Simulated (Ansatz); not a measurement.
Ansatz (an electronic-structure program) input:

Ansatz 0.2 input:
```yaml
crystal:
  periodic: [false, false, false]
  atoms:
    - {symbol: O, position_ang: [1.08859699, 0.24944285, -0.42728356]}
    - {symbol: C, position_ang: [0.04658452, 0.36233721, 0.22026559]}
    - {symbol: H, position_ang: [-0.09897970, 1.22977934, 0.88845632]}
    - {symbol: C, position_ang: [-1.01080777, -0.58309006, 0.15832965]}
    - {symbol: H, position_ang: [-1.91279587, -0.45200395, 0.74149328]}
    - {symbol: H, position_ang: [-0.91166091, -1.44880109, -0.48325255]}
basis:
  gaussian:
    orbitals: def2-TZVPD
hamiltonian:
  xc: {name: B97M-V}
magnetization: {spin_polarized: true, initial_magnetization: 1}
output: {forces: true}
```

Q: Which total energy does the run end on?

A: -153.21192 Eh (B97M-V/def2-TZVPD). The basis has 141 functions.

It need not be the lowest isomer of its formula.
